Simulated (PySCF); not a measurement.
How the method moves the proton affinities of butyraldehyde

Structure: `CCCC=O` (C4H8O). Atom numbers as in the mapped SMILES `[CH3:1][CH2:2][CH2:3][CH:4]=[O:5]`.

All levels share the PBE0-D3(BJ)/def2-SVP structures and the GFN2-xTB thermal terms; only the single-point energies (PySCF) change. Values are proton affinities (298 K, kJ/mol).

Measured (NIST Chemistry WebBook): proton affinity (−ΔH) 793 kJ/mol.

```jsonl
{"level": "PBE0-D3(BJ)/6-31+G*", "O5": "790", "time": "7.8 s"}
{"level": "M06-2X/def2-TZVP (grid 3)", "O5": "797", "time": "35 s"}
{"level": "PBE0-D3(BJ)/aug-pcseg-1", "O5": "802", "time": "14 s"}
{"level": "BLYP-D3(BJ)/def2-TZVP", "O5": "802", "time": "41 s"}
{"level": "PBE0-D3(BJ)/ma-def2-TZVP", "O5": "808", "time": "20 s"}
{"level": "ωB97X-D3(BJ)/def2-TZVP", "O5": "808", "time": "19 s"}
{"level": "PBE0-D3(BJ)/aug-cc-pVDZ", "O5": "809", "time": "16 s"}
{"level": "PBE0-D3(BJ)/def2-TZVP", "O5": "809", "time": "–"}
{"level": "OPBE/def2-TZVP", "O5": "824", "time": "39 s"}
```

Times are wall times for all single points of a level on 1 thread of AMD EPYC 7B13, a shared host; the dash marks the run that also made the structures. BLYP, OPBE ran on a slower path of this set-up, which computes the density-fitting integrals anew in every SCF cycle while the other levels store them. So the times needn't show the usual order of cost, and those levels read slower than they are.

The spread: 35 kJ/mol, from 790 to 824.

Differences come from unrounded values, so a last digit can differ from that of the printed terms.
